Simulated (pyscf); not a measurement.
Elementary routes open to H₃C–InH₂ + hydrogen fluoride (HF) in the gas phase (singlet surface):
A. H₃C–InH–F + hydrogen (H₂) (H–In, F–H broken; F–In, H–H formed)
B. methane (CH₄) + F–InH₂ (C–In, F–H broken; C–H, F–In formed)

PySCF, gas phase, ωB97X-D3(BJ)/def2-SVP geometries.

**Question.** Rank the routes by free-energy barrier at 600 K, lowest first, for ωB97M-D3(BJ)/def2-TZVP energies (ideal gas, 1 atm, RRHO with modes under 100 cm⁻¹ raised to 100, one conformer, R ln 2 for chiral ones without a mode under 150 cm⁻¹).

**Answer.** A (93.9 kJ/mol), B (98.9 kJ/mol)

Route A is the fastest of these, ahead of the next by 5.1 kJ/mol. The most stable products are those of B (ΔG = -95.3 kJ/mol), whose barrier is 5.1 kJ/mol higher: the kinetic and the thermodynamic product differ. At 1200 K A is still the fastest. A: On the reactant side the descent ends in an adduct with a F–In contact, 30.4 kJ/mol under the separated species and 32.1 kJ/mol under the saddle at ωB97X-D3(BJ)/def2-TZVP. B: On the reactant side the descent ends in an adduct with a F–In contact, 28.3 kJ/mol under the separated species and 38.9 kJ/mol under the saddle at ωB97X-D3(BJ)/def2-TZVP. On the product side the descent ends in a complex, 18.0 kJ/mol under the separated species and 138.0 kJ/mol under the saddle at ωB97X-D3(BJ)/def2-TZVP. Only these routes are compared; each barrier is that of the saddle found, and lower ones may exist. Elements past Kr carry the def2 core potentials, without spin-orbit coupling.
